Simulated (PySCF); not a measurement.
Geometry:
| atom | x (Å) | y (Å) | z (Å) |
| --- | --- | --- | --- |
| P1 | 1.227 | -0.353 | 0.520 |
| P2 | -0.563 | 0.202 | -0.575 |
| H3 | 2.025 | -0.184 | -0.669 |
| H4 | -1.246 | 1.169 | 0.267 |
| H5 | -1.560 | -0.788 | -0.210 |

Total charge -1.

Geometry: PBE0-D3(BJ)/def2-SVP; GIAO absolute shieldings from PySCF 2.14.0 with density-fitted response routines, gas phase, non-relativistic, averaged over equivalent atoms.

At PBE0/pcSseg-1 (63 basis functions, 5.2 s wall time on 1 thread of an Arm Neoverse N1, shared host):
| atoms | σ (ppm) |
| --- | --- |
| P2 | 471.4 |
| P1 | 600.5 |
| H4/H5 | 28.37 |
| H3 | 31.59 |

Task: What do these become at wB97X-D/pcSseg-2?

Result: 
```json
{"atoms": "P2", "σ at wB97X-D/pcSseg-2": "460.9", "change": "-10.5"}
{"atoms": "P1", "σ at wB97X-D/pcSseg-2": "583.1", "change": "-17.4"}
{"atoms": "H4/H5", "σ at wB97X-D/pcSseg-2": "28.11", "change": "-0.26"}
{"atoms": "H3", "σ at wB97X-D/pcSseg-2": "31.34", "change": "-0.25"}
```

The largest change is at P1 (phosphorus bonded to P, H). Cost: 128 basis functions, 8 s wall time on 1 thread of an Arm Neoverse N1, shared host.
